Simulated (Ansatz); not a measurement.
The input, for Ansatz 0.2.0:

```yaml
crystal:
  periodic: [false, false, false]
  atoms:
    - {symbol: H, position_ang: [0.000000, 0.000000, -0.859667]}
    - {symbol: H, position_ang: [0.000000, 0.000000, -0.166667]}
    - {symbol: H, position_ang: [0.000000, 0.000000, 1.026333]}
basis:
  gaussian: {orbitals: def2-SVPD}
magnetization: {spin_polarized: false, initial_magnetization: 1}
correlation: {method: bccd_t, electrons: outside_noble_gas}
accuracy: high
output: {forces: true}
```

```sh
$ ansatz run in.yaml --threads 1 --pin off --events-out ev --progress --plain --max-ram 2393MiB
```

Roughly how long does this take on 1 thread of Arm Neoverse V1, shared host, and how much host memory?

0.72 s wall and 0.19 GiB.

```
350 factors; integrals over basis functions are off by at most 2.4e-9 eV
mean field evaluation 1: about -42.9959 eV, gradient 6.3e0 eV
mean field evaluation 2: about -42.9959 eV, gradient 6.3e0 eV
mean field evaluation 4: about -43.5357 eV, gradient 6.7e-1 eV
mean field evaluation 8: about -43.5439 eV, gradient 4.4e-6 eV
mean field evaluation 16: about -43.5438 eV, gradient 9.6e-2 eV
mean field -43.54387198 eV, -1.6002077803 hartree, gradient 4.5e-9 eV, S^2 0.750000; 0 other end points of the search recorded, 0 dependent functions left out
reference -43.54387198 eV, -1.6002077803 hartree; 2, 1 occupied and 22, 23 virtual orbitals, 350 factors
second order -0.86656321 eV of doubles, -0.03414522 eV of singles
cycle   1  -1.09982022 eV  change   -2.0e-1 eV  update   3.2e-2
cycle   2  -1.17879335 eV  change   -7.9e-2 eV  update   1.5e-2
cycle   3  -1.18007647 eV  change   -1.3e-3 eV  update   6.3e-3
cycle   4  -1.18036510 eV  change   -2.9e-4 eV  update   1.5e-3
cycle   5  -1.18019121 eV  change    1.7e-4 eV  update   3.5e-4
cycle   6  -1.18031816 eV  change   -1.3e-4 eV  update   1.2e-4
cycle   7  -1.18035848 eV  change   -4.0e-5 eV  update   4.4e-5
cycle   8  -1.18035245 eV  change    6.0e-6 eV  update   9.3e-6
cycle   9  -1.18035788 eV  change   -5.4e-6 eV  update   2.2e-6
cycle  10  -1.18035805 eV  change   -1.7e-7 eV  update   6.3e-7
cycle  11  -1.18035821 eV  change   -1.6e-7 eV  update   1.7e-7
cycle  12  -1.18035819 eV  change    1.6e-8 eV  update   3.6e-8
cycle  13  -1.18035820 eV  change   -8.2e-9 eV  update   1.2e-8
cycle  14  -1.18035811 eV  change    9.5e-8 eV  update   3.1e-8
cycle  15  -1.18035807 eV  change    3.2e-8 eV  update   1.1e-8
cycle  16  -1.18035807 eV  change  -7.9e-10 eV  update   1.9e-9
cycle  17  -1.18035808 eV  change   -1.3e-9 eV  update  4.9e-10
cycle  18  -1.18035808 eV  change  -6.2e-11 eV  update  1.0e-10
perturbative correction -0.00608105 eV, -0.0002234743 hartree
the calculation of the forces begins
Total energy: -44.73031110 eV, -1.6438086138 hartree
Atom 0 at     0.000000     0.000000    -0.859667 Å, force     0.000000    -0.000000    -4.199228 eV/Å
Atom 1 at     0.000000     0.000000    -0.166667 Å, force    -0.000000     0.000000     3.149013 eV/Å
Atom 2 at     0.000000     0.000000     1.026333 Å, force     0.000000    -0.000000     1.050214 eV/Å
Dipole moment:    -0.000000    -0.000000    -0.048517 e Å
```

Forces (eV/Å):
```
H    0.000  0.000 -4.199
H    0.000  0.000  3.149
H    0.000  0.000  1.050
```
